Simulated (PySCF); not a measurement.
Species: oxonium, H3O (charge +1).
InChI=1S/H2O/h1H2/p+1

Method: PySCF 2.14.0, PBE0-D3(BJ)/def2-SVP geometry optimisation, gas phase.

Take the most abundant isotopes and a rigid rotor. 

Q: Give the principal moments of inertia and the rotational constants in MHz.

A: Ia = 1.53, Ib = 1.53, Ic = 2.69 u·Å²; 505379 MHz·u·Å²/I gives A = 329642, B = 329497, C = 188050 MHz.

Q: Classify the top.

A: An oblate symmetric top, as the point group C3v requires two equal moments; the computed ones differ by 0.04 % because the geometry is symmetric only within the optimiser's tolerance; Ray's κ = 0.998.

Q: What does the inertial defect say?

A: Not planar: Δ = Ic − Ia − Ib = -0.38 u·Å². For a rigid frame Δ = −2 Σ m c², so Σ m c² = 0.19 u·Å² lies off the ab plane: 0.16 from hydrogen and 0.03 from heavier atoms. The atom farthest from that plane is 0.23 Å away.

Q: Where do the R-branch lines fall?

A: The dipole of 1.68 D (about the centre of mass, as the species is charged) lies along the symmetry axis, so ΔK = 0 and J+1 ← J falls at 2B(J+1) for every K: 659.14 GHz, 1318.28 GHz, 1977.42 GHz, 2636.56 GHz, 3295.70 GHz for J = 0 to 4.

Q: Estimate the classical rotational partition function at 200 K and 298.15 K.

A: Point group C3v, symmetry number σ = 3; q = (√π/σ)·√((kT/h)³/(ABC)), k/h = 20836.6 MHz/K: 35.2 at 200 K, 64.0 at 298.15 K.

PBE0-D3(BJ)/def2-SVP frequencies: not computed here. Constants of a rigid frame at the computed geometry: no zero-point averaging, no centrifugal distortion.

Hardware: Arm Neoverse V1, one thread (shared host). Cost: 1.0 s wall. This is the geometry optimisation.
